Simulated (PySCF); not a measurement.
# CF2 (Difluoromethylene): the cost of one run

Programs: PySCF 2.14.0, with density-fitted response routines of our own. Each step states its level of theory. These are calculated values for one molecule in the gas phase, unless marked as measured. Atoms are numbered from 0 throughout.

## 1. The molecule as given

3 atoms, charge 0, multiplicity 1; geometry from: MMFF94s. The atoms were then displaced at random by about 0.03 Å, so the start is not that level's minimum.

Bonds of the start (Å): F0–C1 1.27, C1–F2 1.30.

## 2. Optimising the geometry at PBE0-D3(BJ)/def2-SVP

Job settings and geometry (Å):

```
{"job": {"xc": "PBE0", "basis": "def2-SVP", "d3": "d3bj", "grid": 1, "shake": 0.03, "kind": "geom"}, "charge": 0, "multiplicity": 1}
F     -1.281690    -0.062720     0.012540
C     -0.017030    -0.013580    -0.006470
F      1.282320    -0.020910    -0.025960
```

Started as:

```bash
> OMP_NUM_THREADS=1 python probes_run.py task.json out
```

The driver reads the jobs from task.json and runs them one after another.

Q: Estimate the wall time and peak memory of this first job on 1 thread of Arm Neoverse V1, shared host.

About 5.5 s, with a peak of 0.24 GiB.
